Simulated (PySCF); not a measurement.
**[NO2]− (nitrite) at B2PLYP/STO-3G**

What is the vertical ionisation energy of [NO2]− (nitrite) at B2PLYP/STO-3G? The job is set up through a Python script.

Program for the calculation: PySCF 2.14.0.

16 further runs of the same task are left out: 7 that didn't finish, 9 set aside as unsound or not needed.

## 1. The molecule

[NO2]− has 3 atoms, charge -1, and is taken as a singlet. SMILES: `O=N[O-]`. Geometry: relaxed at GFN2-xTB.

Bond lengths: O1–N2 1.272 Å, N2–O3 1.272 Å. Angles: O1–N2–O3 117.3°.

## 2. A single-point energy at B2PLYP/STO-3G

Contents of start.xyz:

```xyz
3
NO2
O      0.332300     1.015250     0.295330
N      0.330220    -0.248730     0.154080
O     -0.662520    -0.766520    -0.449410
```

Contents of job.py:

```python
# nitrite
from pyscf import gto, dft, mp

mol = gto.M(
    atom='start.xyz',
    max_memory=1860,
    spin=0,
    verbose=3,
    charge=-1,
    basis='sto-3g',
)

ks = dft.RKS(mol)
ks.xc = '0.53*HF + 0.47*B88, 0.73*LYP'
ks.conv_tol = 1e-10
ks.grids.level = 5
ks.kernel()
if not ks.converged:
    ks = ks.newton().run(ks.mo_coeff, ks.mo_occ)

pt = mp.MP2(ks, frozen=3).run()
e_final = ks.e_tot + 0.27 * pt.e_corr
print('PT2 part  %.8f' % (0.27 * pt.e_corr))
print(f'total energy: {e_final:.8f} hartree')
```

Started as:

```console
$ OMP_NUM_THREADS=1 python job.py
```

The log of the run:

```text
converged SCF energy = -201.819792551621
E(RMP2) = -202.047743564756  E_corr = -0.227951013134964
E(SCS-RMP2) = -202.0484538478  E_corr = -0.22866129617941
PT2 part  -0.06154677
total energy: -201.88133933 hartree
```

Wall time 1.9 s (1 thread of Arm Neoverse V2, shared host); peak memory 0.18 GiB.

## 3. Doublet neutral NO2 at the same level

Contents of job.py:

```python
from pyscf import gto, dft, mp

mol = gto.M(
    atom='''
O      0.627956     1.918544     0.558093
N      0.624025    -0.470032     0.291169
O     -1.251981    -1.448513    -0.849262
''',
    max_memory=1860,
    basis='sto-3g',
    verbose=4,
    spin=1,
    charge=0,
    unit='bohr',
)

mf = dft.UKS(mol)
mf.xc = '0.53*HF + 0.47*B88, 0.73*LYP'
mf.conv_tol = 1e-10
mf.grids.level = 5
mf.kernel()
if not mf.converged:
    mf = mf.newton().run(mf.mo_coeff, mf.mo_occ)

pt = mp.MP2(mf, frozen=3).run()
energy = mf.e_tot + 0.27 * pt.e_corr
print('PT2 part  %.8f' % (0.27 * pt.e_corr))
print('E(%s) = %.9f' % ('B2PLYP', energy))
```

Started as:

```console
$ OMP_NUM_THREADS=1 python job.py
```

The log of the run:

```text
PySCF version 2.14.0

[INPUT] num. atoms = 3
[INPUT] num. electrons = 23
[INPUT] charge = 0
[INPUT] spin (= nelec alpha-beta = 2S) = 1
[INPUT] symmetry False subgroup None
[INPUT] Mole.unit = bohr
[INPUT] Symbol           X                Y                Z      unit          X                Y                Z       unit  Magmom
[INPUT]  1 O      0.332300004660   1.015249762947   0.295330097174 AA    0.627956000000   1.918544000000   0.558093000000 Bohr   0.0
[INPUT]  2 N      0.330219809044  -0.248730222803   0.154079999326 AA    0.624025000000  -0.470032000000   0.291169000000 Bohr   0.0
[INPUT]  3 O     -0.662519813705  -0.766520069321  -0.449410096500 AA   -1.251981000000  -1.448513000000  -0.849262000000 Bohr   0.0

nuclear repulsion = 62.188368001841
number of shells = 9
number of NR pGTOs = 45
number of NR cGTOs = 15
basis = sto-3g
ecp = {}

[... 36 lines left out ...]
WARN: HOMO -0.194318733259235 >= LUMO -0.194318733259236
[... 58 lines left out ...]
converged SCF energy = -201.935512772492  <S^2> = 0.76231782  2S+1 = 2.0122801
[... 1 line left out ...]
******** <class 'pyscf.mp.ump2.UMP2'> ********
nocc = (np.int64(9), np.int64(8)), nmo = (12, 12)
frozen orbitals 3
E(UMP2) = -202.274131106377  E_corr = -0.338618333884399
E(SCS-UMP2) = -202.255356962139  E_corr = -0.319844189647126
E_corr(same-spin) = -0.0998051665547913
E_corr(oppo-spin) = -0.238813167329608
PT2 part  -0.09142695
E(B2PLYP) = -202.026939723
```

Wall time 3.6 s (1 thread of Arm Neoverse V2, shared host); peak memory 0.18 GiB.

## 4. Summary of results

Level: B2PLYP/STO-3G, 3 core orbitals frozen.

| quantity | value |
| --- | --- |
| singlet [NO2]−: total energy | -201.88134 Eh |
| singlet [NO2]−: HOMO energy (SCF part's orbitals) | 5.93 eV |
| singlet [NO2]−: LUMO energy (SCF part's orbitals) | 14.48 eV |
| singlet [NO2]−: HOMO–LUMO gap (to an unbound level, set by the basis) | 8.55 eV |
| doublet neutral NO2: total energy | -202.02694 Eh |
| doublet neutral NO2: dipole moment (SCF part) | 0.15 D |
| doublet neutral NO2: HOMO energy (SCF part's orbitals) (highest over α and β) | -6.51 eV |
| doublet neutral NO2: LUMO energy (SCF part's orbitals) (lowest over α and β) | 0.41 eV |
| doublet neutral NO2: ⟨S²⟩ | 0.762 |
| vertical detachment energy (to the doublet neutral) | -3.962 eV |

In words: The species is unbound against losing an electron at this level, by 3.96 eV (−382 kJ/mol); missing correlation or diffuse functions can give that sign where the real anion is bound. In a minimal basis such a difference can be off by several eV, whatever the method. Mulliken charges (singlet [NO2]−) run from -0.42 on O1 to -0.16 on N2. The HOMO (singlet [NO2]−) lies at positive energy, 5.93 eV; only total energies tell whether the electron is bound.
